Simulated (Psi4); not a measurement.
# triplet BH: levels of theory compared

Wanted: a comparison of 6 runs (UHF/def2-TZVPPD, UB2PLYP/def2-TZVPPD, UBHLYP/def2-TZVPPD, UCAM-B3LYP/def2-TZVPPD, UTPSS/def2-TZVPPD, UMP2/def2-TZVPPD) of triplet BH. 

The calculation is run with Psi4 1.11.

1 further run of the same task is left out (set aside as unsound or not needed).

## Step 1: Starting point

BH has 2 atoms, charge 0, and is taken as a triplet. As SMILES of the parent species, `[BH]`. The bond length is the one measured for the parent species. That shape belongs to the parent species and isn't relaxed for this state.

Bond lengths: B1–H2 1.232 Å.

## Step 2: Energy and forces at UHF/def2-TZVPPD (run 1)

File input.json:

```json
{
  "schema_name": "qcschema_input",
  "schema_version": 1,
  "molecule": {
    "schema_name": "qcschema_molecule",
    "schema_version": 2,
    "symbols": ["B", "H"],
    "geometry": [0.0, 0.0, 0.0, 0.0, 0.0, 2.32889848],
    "molecular_charge": 0,
    "molecular_multiplicity": 3,
    "fix_symmetry": "c1",
    "fix_com": true,
    "fix_orientation": true
  },
  "driver": "gradient",
  "model": {
    "method": "scf",
    "basis": "def2-TZVPPD"
  },
  "keywords": {
    "reference": "uhf",
    "puream": true,
    "e_convergence": 1e-09,
    "d_convergence": 1e-08,
    "scf_type": "pk",
    "maxiter": 200,
    "scf_properties": ["QUADRUPOLE", "LOWDIN_CHARGES", "WIBERG_LOWDIN_INDICES"]
  }
}
```

The run is started by

```
$ psi4 --qcschema input.json -n 1 --memory 1600MB
```

stdout:

```text
[...]
  Running in c1 symmetry.
[...]
  Nuclear repulsion =    2.146937723107621
[...]
  Multiplicity = 3
[...]
  Nalpha       = 4
  Nbeta        = 2
[...]
    Number of basis functions: 54
[...]
   @UHF iter   1:   -25.09860161968669   -6.36783e-01   2.02114e-03 ADIIS/DIIS
[...]
   @UHF iter  11:   -25.11600812709956   -2.35545e-12   4.66616e-09 DIIS
[...]
   @S^2 Observed:                2.002783938E+00
[...]
    Orbital Energies [Eh]
    ---------------------
    Alpha Occupied:
       1A     -7.678281     2A     -0.679568     3A     -0.450019
       4A     -0.324597
    Alpha Virtual:
       5A      0.031505     6A      0.052657     7A      0.144573
       8A      0.164287     9A      0.174098    10A      0.174731
      11A      0.184137    12A      0.184260    13A      0.212725
      14A      0.253076    15A      0.266389    16A      0.323560
      17A      0.372669    18A      0.375664    19A      0.457362
      20A      0.576049    21A      0.642951    22A      0.644468
      23A      0.650833    24A      0.661063    25A      0.909131
[...]
  @UHF Final Energy:   -25.11600812709956
   => Energetics <=
    Nuclear Repulsion Energy =              2.1469377231076212
    One-Electron Energy =                 -37.1845037644115024
    Two-Electron Energy =                   9.9215579142043246
    Total Energy =                        -25.1160081270995583
  UHF NO Occupations:
  HONO-2 :    2  A 1.9986082
  HONO-1 :    3  A 1.0000000
[...]
 Multipole Moments:
 ------------------------------------------------------------------------------------
     Multipole            Electronic (a.u.)      Nuclear  (a.u.)        Total (a.u.)
 ------------------------------------------------------------------------------------
 L = 1.  Multiply by 2.5417464519 to convert [e a0] to [Debye]
 Dipole X            :          0.0000000            0.0000000            0.0000000
 Dipole Y            :          0.0000000            0.0000000            0.0000000
 Dipole Z            :         -2.2813817            2.3288985            0.0475168
 Magnitude           :                                                    0.0475168
 L = 2.  Multiply by 1.3450342976 to convert [e a0^2] to [Debye ang]
 Quadrupole XX       :         -4.4563480            0.0000000           -4.4563480
 Quadrupole XY       :          0.1937569            0.0000000            0.1937569
[...]
  -Total Gradient:
     Atom            X                  Y                   Z
    ------   -----------------  -----------------  -----------------
       1        0.000000000070     0.000000000005    -0.023894379065
       2       -0.000000000070    -0.000000000005     0.023894379065
[...]
```

The result, in JSON:

```text
{
 "driver": "gradient",
 "model": {
  "method": "scf",
  "basis": "def2-TZVPPD"
 },
 "success": true,
 "return_result": [6.999178970094975e-11, 5.370634257181882e-12, -0.023894379065274307, -6.999178970095078e-11, -5.370634257181882e-12, 0.02389437906529346],
 "properties": {
  "calcinfo_nbasis": 54,
  "calcinfo_nmo": 54,
  "calcinfo_nalpha": 4,
  "calcinfo_nbeta": 2,
  "calcinfo_natom": 2,
  "nuclear_repulsion_energy": 2.146937723107621,
  "return_energy": -25.116008127099562,
  "return_gradient": [6.999178970094975e-11, 5.370634257181882e-12, -0.023894379065274307, -6.999178970095078e-11, -5.370634257181882e-12, 0.02389437906529346],
  "scf_one_electron_energy": -37.1845037644115,
  "scf_two_electron_energy": 9.921557914204325,
  "scf_dipole_moment": [6.376114620025609e-10, 4.892606357603165e-11, 0.0475168272835913],
  "scf_total_energy": -25.116008127099562,
  "scf_total_gradient": [6.999178970094975e-11, 5.370634257181882e-12, -0.023894379065274307, -6.999178970095078e-11, -5.370634257181882e-12, 0.02389437906529346],
  "scf_iterations": 11
 }
}
```

Run time: 2.1 s. Hardware: 1 thread of AMD EPYC 7R43 (Zen 3), shared host; peak memory 0.21 GiB.

## Step 3: The energy at UB2PLYP/def2-TZVPPD (density fitting for correlation) (run 2)

File input.json:

```json
{
  "schema_name": "qcschema_input",
  "schema_version": 1,
  "molecule": {
    "schema_name": "qcschema_molecule",
    "schema_version": 2,
    "symbols": ["B", "H"],
    "geometry": [0.0, 0.0, 0.0, 0.0, 0.0, 2.32889848],
    "molecular_charge": 0,
    "molecular_multiplicity": 3,
    "fix_symmetry": "c1"
  },
  "driver": "energy",
  "model": {
    "method": "b2plyp",
    "basis": "def2-TZVPPD"
  },
  "keywords": {
    "reference": "uks",
    "puream": true,
    "e_convergence": 1e-09,
    "d_convergence": 1e-08,
    "scf_type": "pk",
    "dft_radial_points": 99,
    "dft_spherical_points": 590,
    "num_frozen_docc": 1,
    "maxiter": 200
  }
}
```

The run is started by

```
$ psi4 --qcschema input.json -n 1 --memory 1600MB
```

stdout:

```text
[...]
  Running in c1 symmetry.
[...]
  Nuclear repulsion =    2.146937723107621
[...]
  Multiplicity = 3
[...]
  Nalpha       = 4
  Nbeta        = 2
[...]
    Number of basis functions: 54
[...]
   @UKS iter   1:   -25.19961847796264   -4.83143e-01   1.73982e-03 DIIS/ADIIS
[...]
   @UKS iter  10:   -25.20644882345340   -1.07292e-12   1.53887e-09 DIIS
[...]
   @S^2 Observed:                2.002113167E+00
[...]
    Orbital Energies [Eh]
    ---------------------
    Alpha Occupied:
       1A     -7.184294     2A     -0.569268     3A     -0.360548
       4A     -0.243234
    Alpha Virtual:
       5A     -0.040870     6A      0.030665     7A      0.107723
       8A      0.127260     9A      0.140617    10A      0.142157
      11A      0.150380    12A      0.152520    13A      0.168318
      14A      0.191203    15A      0.223328    16A      0.270893
      17A      0.321163    18A      0.322098    19A      0.388121
      20A      0.505421    21A      0.565351    22A      0.569557
      23A      0.574083    24A      0.580461    25A      0.802673
[...]
  @UKS Final Energy:   -25.20644882345340
   => Energetics <=
    Nuclear Repulsion Energy =              2.1469377231076212
    One-Electron Energy =                 -37.2137824533272976
    Two-Electron Energy =                  11.9176626378885686
    DFT Exchange-Correlation Energy =      -2.0572667311222896
    Empirical Dispersion Energy =           0.0000000000000000
    VV10 Nonlocal Energy =                  0.0000000000000000
    Total Energy =                        -25.2064488234533997
[...]
 Multipole Moments:
 ------------------------------------------------------------------------------------
     Multipole            Electronic (a.u.)      Nuclear  (a.u.)        Total (a.u.)
 ------------------------------------------------------------------------------------
 L = 1.  Multiply by 2.5417464519 to convert [e a0] to [Debye]
 Dipole X            :          0.0000000            0.0000000            0.0000000
 Dipole Y            :         -0.0000000            0.0000000           -0.0000000
 Dipole Z            :         -1.0944113            1.1570103            0.0625990
 Magnitude           :                                                    0.0625990
[...]
```

The result, in JSON:

```text
{
 "driver": "energy",
 "model": {
  "method": "b2plyp",
  "basis": "def2-TZVPPD"
 },
 "success": true,
 "return_result": -25.223603822346973,
 "properties": {
  "calcinfo_nbasis": 54,
  "calcinfo_nmo": 54,
  "calcinfo_nalpha": 4,
  "calcinfo_nbeta": 2,
  "calcinfo_natom": 2,
  "nuclear_repulsion_energy": 2.146937723107621,
  "return_energy": -25.223603822346973,
  "scf_one_electron_energy": -37.2137824533273,
  "scf_two_electron_energy": 11.917662637888569,
  "scf_xc_energy": -2.0572667311222896,
  "scf_dipole_moment": [2.691820762385606e-10, -2.855445200370702e-10, 0.06259896052115632],
  "scf_total_energy": -25.2064488234534,
  "scf_iterations": 10
 }
}
```

Wall time 5.4 s (1 thread of AMD EPYC 7R43 (Zen 3), shared host); peak memory 0.4 GiB.

## Step 4: Energy and forces at UBHLYP/def2-TZVPPD (run 3)

File job.json:

```json
{
  "schema_name": "qcschema_input",
  "schema_version": 1,
  "molecule": {
    "schema_name": "qcschema_molecule",
    "schema_version": 2,
    "symbols": ["B", "H"],
    "geometry": [0.0, 0.0, 0.0, 0.0, 0.0, 2.32889848],
    "molecular_charge": 0,
    "molecular_multiplicity": 3,
    "fix_symmetry": "c1"
  },
  "driver": "gradient",
  "model": {
    "method": "bhhlyp",
    "basis": "def2-TZVPPD"
  },
  "keywords": {
    "reference": "uks",
    "puream": true,
    "e_convergence": 1e-09,
    "d_convergence": 1e-08,
    "scf_type": "pk",
    "dft_radial_points": 99,
    "dft_spherical_points": 590,
    "maxiter": 200,
    "scf_properties": ["QUADRUPOLE", "MAYER_INDICES", "LOWDIN_CHARGES"]
  }
}
```

The run is started by

```
$ psi4 --qcschema job.json -n 1 --memory 1600MB
```

stdout:

```text
[...]
  Running in c1 symmetry.
[...]
  Nuclear repulsion =    2.146937723107621
[...]
  Multiplicity = 3
[...]
  Nalpha       = 4
  Nbeta        = 2
[...]
    Number of basis functions: 54
[...]
   @UKS iter   1:   -25.23542061957086   -4.68790e-01   1.79491e-03 DIIS/ADIIS
[...]
   @UKS iter   9:   -25.24224575855281   -6.58318e-12   8.53584e-09 DIIS
[...]
   @S^2 Observed:                2.002052140E+00
[...]
    Orbital Energies [Eh]
    ---------------------
    Alpha Occupied:
       1A     -7.159560     2A     -0.567473     3A     -0.356873
       4A     -0.239700
    Alpha Virtual:
       5A     -0.048371     6A      0.028561     7A      0.103276
       8A      0.123937     9A      0.137459    10A      0.138865
      11A      0.147573    12A      0.149590    13A      0.164808
      14A      0.185927    15A      0.219659    16A      0.265396
      17A      0.315413    18A      0.315880    19A      0.380943
      20A      0.498512    21A      0.559308    22A      0.563161
      23A      0.567738    24A      0.573201    25A      0.792481
[...]
  @UKS Final Energy:   -25.24224575855281
   => Energetics <=
    Nuclear Repulsion Energy =              2.1469377231076212
    One-Electron Energy =                 -37.2245275703252574
    Two-Electron Energy =                  12.0542922757139443
    DFT Exchange-Correlation Energy =      -2.2189481870491146
    Empirical Dispersion Energy =           0.0000000000000000
    VV10 Nonlocal Energy =                  0.0000000000000000
    Total Energy =                        -25.2422457585528086
[...]
 Multipole Moments:
 ------------------------------------------------------------------------------------
     Multipole            Electronic (a.u.)      Nuclear  (a.u.)        Total (a.u.)
 ------------------------------------------------------------------------------------
 L = 1.  Multiply by 2.5417464519 to convert [e a0] to [Debye]
 Dipole X            :          0.0000000            0.0000000            0.0000000
 Dipole Y            :         -0.0000000            0.0000000           -0.0000000
 Dipole Z            :         -1.0879082            1.1570103            0.0691021
 Magnitude           :                                                    0.0691021
 L = 2.  Multiply by 1.3450342976 to convert [e a0^2] to [Debye ang]
 Quadrupole XX       :         -5.8603603            0.0000000           -5.8603603
 Quadrupole XY       :         -1.2481776            0.0000000           -1.2481776
[...]
  -Total Gradient:
     Atom            X                  Y                   Z
    ------   -----------------  -----------------  -----------------
       1        0.000000000056    -0.000000000060    -0.020510032461
       2       -0.000000000056     0.000000000060     0.020510034348
[...]
```

The result, in JSON:

```text
{
 "driver": "gradient",
 "model": {
  "method": "bhhlyp",
  "basis": "def2-TZVPPD"
 },
 "success": true,
 "return_result": [5.626154831839386e-11, -5.964105052186527e-11, -0.02051003246133104, -5.6216509216146445e-11, 5.963242620512029e-11, 0.020510034347701475],
 "properties": {
  "calcinfo_nbasis": 54,
  "calcinfo_nmo": 54,
  "calcinfo_nalpha": 4,
  "calcinfo_nbeta": 2,
  "calcinfo_natom": 2,
  "nuclear_repulsion_energy": 2.146937723107621,
  "return_energy": -25.24224575855281,
  "return_gradient": [5.626154831839386e-11, -5.964105052186527e-11, -0.02051003246133104, -5.6216509216146445e-11, 5.963242620512029e-11, 0.020510034347701475],
  "scf_one_electron_energy": -37.22452757032526,
  "scf_two_electron_energy": 12.054292275713944,
  "scf_xc_energy": -2.2189481870491146,
  "scf_dipole_moment": [4.4654466277544745e-10, -4.736830665264009e-10, 0.06910214250272051],
  "scf_total_energy": -25.24224575855281,
  "scf_total_gradient": [5.626154831839386e-11, -5.964105052186527e-11, -0.02051003246133104, -5.6216509216146445e-11, 5.963242620512029e-11, 0.020510034347701475],
  "scf_iterations": 9
 }
}
```

Run time: 5.7 s. Hardware: 1 thread of AMD EPYC 7R43 (Zen 3), shared host; peak memory 0.4 GiB.

Runs 4 to 5 aren't shown in full; the table further down has their settings and results.

## Step 5: The energy at UMP2/def2-TZVPPD (run 6)

File run.py:

```python
import psi4

psi4.set_memory('1600 MB')
psi4.set_num_threads(1)
psi4.set_output_file('output.dat', False)

molecule = psi4.geometry("""
0 3
B
H 1 1.2324
symmetry c1
no_reorient
no_com
""")

psi4.set_options({
    'basis': 'def2-TZVPPD',
    'reference': 'uhf',
    'puream': True,
    'e_convergence': 1e-09,
    'd_convergence': 1e-08,
    'scf_type': 'pk',
    'num_frozen_docc': 1,
    'mp2_type': 'conv',
    'maxiter': 200,
})

result, w = psi4.energy("mp2", return_wfn=True)
print(f'mp2 energy: {result:.10f} Eh')
```

The run is started by

```
$ python run.py
```

output.dat:

```text
[...]
  Running in c1 symmetry.
[...]
  Nuclear repulsion =    2.146937725860111
[...]
  Multiplicity = 3
[...]
  Nalpha       = 4
  Nbeta        = 2
[...]
    Number of basis functions: 54
[...]
   @UHF iter   1:   -25.09860154553273   -6.36783e-01   2.02115e-03 DIIS/ADIIS
[...]
   @UHF iter  11:   -25.11600812717100   -2.38387e-12   4.66628e-09 DIIS
[...]
   @S^2 Observed:                2.002783938E+00
[...]
    Orbital Energies [Eh]
    ---------------------
    Alpha Occupied:
       1A     -7.678281     2A     -0.679568     3A     -0.450019
       4A     -0.324597
    Alpha Virtual:
       5A      0.031505     6A      0.052657     7A      0.144573
       8A      0.164287     9A      0.174098    10A      0.174731
      11A      0.184137    12A      0.184260    13A      0.212725
      14A      0.253076    15A      0.266389    16A      0.323560
      17A      0.372669    18A      0.375664    19A      0.457362
      20A      0.576049    21A      0.642951    22A      0.644468
      23A      0.650833    24A      0.661063    25A      0.909131
[...]
  @UHF Final Energy:   -25.11600812717100
   => Energetics <=
    Nuclear Repulsion Energy =              2.1469377258601106
    One-Electron Energy =                 -37.1845037696434417
    Two-Electron Energy =                   9.9215579166123238
    Total Energy =                        -25.1160081271710069
  UHF NO Occupations:
  HONO-2 :    2  A 1.9986082
  HONO-1 :    3  A 1.0000000
[...]
 Multipole Moments:
 ------------------------------------------------------------------------------------
     Multipole            Electronic (a.u.)      Nuclear  (a.u.)        Total (a.u.)
 ------------------------------------------------------------------------------------
 L = 1.  Multiply by 2.5417464519 to convert [e a0] to [Debye]
 Dipole X            :         -0.0000000            0.0000000           -0.0000000
 Dipole Y            :          0.0000000            0.0000000            0.0000000
 Dipole Z            :         -1.1094935            1.1570103            0.0475168
 Magnitude           :                                                    0.0475168
[...]
	SCS-MP2 Total Energy (a.u.)        :   -25.16818535399633
	SOS-MP2 Total Energy (a.u.)        :   -25.16906765221120
	SCSN-MP2 Total Energy (a.u.)       :   -25.13289992276667
[...]
	SOS-PI-MP2 Total Energy (a.u.)     :   -25.17314915413737
[...]
	MP2 Total Energy (a.u.)            :   -25.16642075756659
[...]
```

The script printed:

```text
mp2 energy: -25.1664207576 Eh
```

Run time: 2.1 s. Hardware: 1 thread of AMD EPYC 7R43 (Zen 3), shared host; peak memory 0.22 GiB.

## Step 6: All runs side by side

```tsv
run	level	task	frozen core orbitals	energy (Eh)	dipole moment (D)	HOMO energy (eV)	LUMO energy (eV)	wall time
1	UHF/def2-TZVPPD	gradient	0	-25.116008	0.12	-8.83	0.75	2.1 s
2	UB2PLYP/def2-TZVPPD (density fitting for correlation)	energy	1	-25.223604	–	-6.62	-1.66	5.4 s
3	UBHLYP/def2-TZVPPD	gradient	0	-25.242246	0.18	-6.52	-2.27	5.7 s
4	UCAM-B3LYP/def2-TZVPPD	gradient	0	-25.231250	0.21	-6.81	-2.23	7.5 s
5	UTPSS/def2-TZVPPD	gradient	0	-25.264909	0.21	-4.43	–	14 s
6	UMP2/def2-TZVPPD	energy	1	-25.166421	–	-8.83	0.75	2.1 s
```

## Step 7: Summary of results

| quantity | value |
| --- | --- |
| run 6: total energy | -25.16642 Eh |
| run 6: HOMO energy (Hartree–Fock orbitals) (highest over α and β) | -8.83 eV |
| run 6: LUMO energy (Hartree–Fock orbitals) (lowest over α and β) | 0.75 eV |
| run 6: correlation energy (1 core orbital frozen) | -50.4 mEh |
| run 6: ⟨S²⟩ of the reference determinant | 2.003 |

What this shows: Over runs 1, 3, 4, 5 the dipole moment (its size) runs from 0.12 D (UHF/def2-TZVPPD) to 0.21 D (UCAM-B3LYP/def2-TZVPPD). Totals of different functionals can't be ranked against each other. All runs together took 37 s, the longest 14 s.
